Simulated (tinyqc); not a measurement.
Stretching all distances: RHF, UHF, MP2, CISD and CCSD against full CI in the sto-3g basis, for H2O, spin multiplicity 1. Computed by the program tinyqc with PySCF. All coordinates are multiplied by the scale. c0^2 is the weight of the RHF determinant in the lowest singlet FCI state (UHF is spin-contaminated and may lie near states of higher spin) and n(LUMO) the first natural occupation beyond the occupied space.

Geometry (angstrom):
```
atom       x        y       z
O     0.0000   0.0000  0.0000
H     0.0000   0.7650  0.4990
H     0.0000  -0.7650  0.4990
```

Full CI energy (hartree) and errors against it (kcal/mol):
```
scale  distance 1-2 (angstrom)     E(FCI)      RHF     UHF     MP2    CISD    CCSD  <S^2> UHF   c0^2  n(LUMO)
0.900                    0.822  -74.91185   21.119  21.119   5.446   0.179   0.049      0.000  0.986    0.014
1.370                    1.251  -74.95769   63.181  63.181  21.498   2.777   0.328      0.000  0.911    0.098
1.600                    1.461  -74.88074   99.401  61.210  35.734   8.168   0.616      1.141  0.819    0.206
1.840                    1.681  -74.81434  147.615  36.509  53.429  19.117  -0.214      1.625  0.681    0.376
2.080                    1.900  -74.77272  202.683  17.072  72.203  34.679  -5.326      1.838  0.514    0.573
```

Estimate the missing row, scale = 1.14.

Computed row:
```
scale  distance 1-2 (angstrom)     E(FCI)     RHF     UHF     MP2   CISD   CCSD  <S^2> UHF   c0^2  n(LUMO)
1.140                    1.041  -75.01109  37.614  37.614  11.468  0.751  0.128      0.000  0.963    0.040
```

UHF parts from RHF first at scale 1.6 of those listed, where <S^2> leaves zero. The weight c0^2 goes from 0.99 to 0.51 and n(LUMO) from 0.01 to 0.57: static correlation grows as the bonds break into open-shell fragments. The spread of the error along the curve, which distorts its shape, is CCSD 5.9, CISD 34.5, UHF 46.1, MP2 66.8, RHF 181.6 kcal/mol. Below FCI somewhere: CCSD, as non-variational methods may be.
